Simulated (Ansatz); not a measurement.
# AlN (triplet): the correlation ladder at distance Al1–N2 = 3.848 Å, cc-pVDZ

How much of the correlation energy of AlN (triplet) does each wave-function method recover here?

The runs use Ansatz 0.2.0, Gaussian basis; cc-pVDZ, core rule «outside noble gas», up to 6 orbitals frozen.

The runs, in order: UHF; CCSD(T) on ROHF; CCSD(T) on UHF; BCCD(T) on ROHF; CISD; CCSDT(Q) on ROHF; CCSDT(Q) on UHF; CCSDTQ on ROHF; CCSDTQ on UHF; CASSCF and MRCISD+Q, 4 electrons in 4 orbitals; CASSCF and NEVPT2, 4 electrons in 4 orbitals; CASSCF and MRCISD+Q, 8 electrons in 8 orbitals; CASSCF and MRCISD+Q(relaxed), 8 electrons in 8 orbitals; CASSCF and NEVPT2, 8 electrons in 8 orbitals; Full CI.

1 further run of the same task is left out (for a known fault of the program).

## 1. What is computed

The geometry derives from a PBE0/def2-TZVP stationary point (not a proven minimum). One bond is set to the value named and the two fragments are kept rigid.

2 atoms, charge 0, spin multiplicity 3.

Atoms are counted from 1 here; the program's logs count them from 0.

No contacts short enough for the rule that draws bonds.

Coordinates:

```xyz
2
charge 0, multiplicity 3
Al    0.0000    0.0000    0.0000
N     0.0000    0.0000    3.8480
```

## 2. UHF

Contents of in.yaml:

```yaml
crystal:
  periodic: [false, false, false]
  atoms:
    - {symbol: Al, position_ang: [0.000000, 0.000000, 0.000000]}
    - {symbol: N, position_ang: [0.000000, 0.000000, 3.848000]}
basis:
  gaussian: {orbitals: cc-pVDZ}
magnetization: {spin_polarized: true, initial_magnetization: 2}
hamiltonian: {xc: hf}
output: {orbitals: {seedname: orbitals}}
```

Command:

```
$ ansatz run in.yaml --threads 1 --pin off --events-out ev --progress --plain --max-ram 8192MiB --backend cpu
```

After this run come: CCSD(T) on ROHF; CCSD(T) on UHF; BCCD(T) on ROHF; CISD; CCSDT(Q) on ROHF; CCSDT(Q) on UHF; CCSDTQ on ROHF; CCSDTQ on UHF; CASSCF and MRCISD+Q, 4 electrons in 4 orbitals; CASSCF and NEVPT2, 4 electrons in 4 orbitals; CASSCF and MRCISD+Q, 8 electrons in 8 orbitals; CASSCF and MRCISD+Q(relaxed), 8 electrons in 8 orbitals; CASSCF and NEVPT2, 8 electrons in 8 orbitals; Full CI.

Before running them: what should the planned runs give, taken together? Wanted: FCI below the RHF energy; RMP2 from FCI; UMP2 from FCI; RCCSD from FCI; RCCSD(T) from FCI; UCCSD(T) from FCI; RCCSDT(Q) from FCI; UCCSDT(Q) from FCI; NEVPT2 pair from FCI.

As calculated:

| quantity | value |
| --- | --- |
| FCI below the RHF energy | -7.0552 eV |
| RMP2 from FCI | +236.4 kJ/mol |
| UMP2 from FCI | +94.4 kJ/mol |
| RCCSD from FCI | +17.5 kJ/mol |
| RCCSD(T) from FCI | -2.6 kJ/mol |
| UCCSD(T) from FCI | +4.2 kJ/mol |
| RCCSDT(Q) from FCI | -1.9 kJ/mol |
| UCCSDT(Q) from FCI | +0.6 kJ/mol |
| NEVPT2 pair from FCI | +88.3 kJ/mol |
| levels within 1 kcal/mol (43 meV) | RCCSD(T), RCCSDT, UCCSDT, RCCSDT(Q), UCCSDT(Q), RCCSDTQ, UCCSDTQ |
| T1 diagnostic | 0.296 |
| effectively unpaired electrons | 3.80 |

What this shows: RCCSD(T) misses by -2.6 kJ/mol, 0.4 % of the correlation energy. CCSD(T) misses by -2.6 kJ/mol on the restricted determinant and by +4.2 kJ/mol on the unrestricted one; the two need not hold the same state or core. RCCSD(T), RCCSDT(Q) fall below full CI, which methods that aren't variational can do. The occupations show strong static correlation (3.8 unpaired electrons where one determinant has 2). Coupled cluster on one determinant still stays close here. Coupled cluster took another determinant than the lowest Hartree-Fock one. These misses are within one basis, not against nature; the frozen cores of restricted and unrestricted runs differ, which can shift their rows.
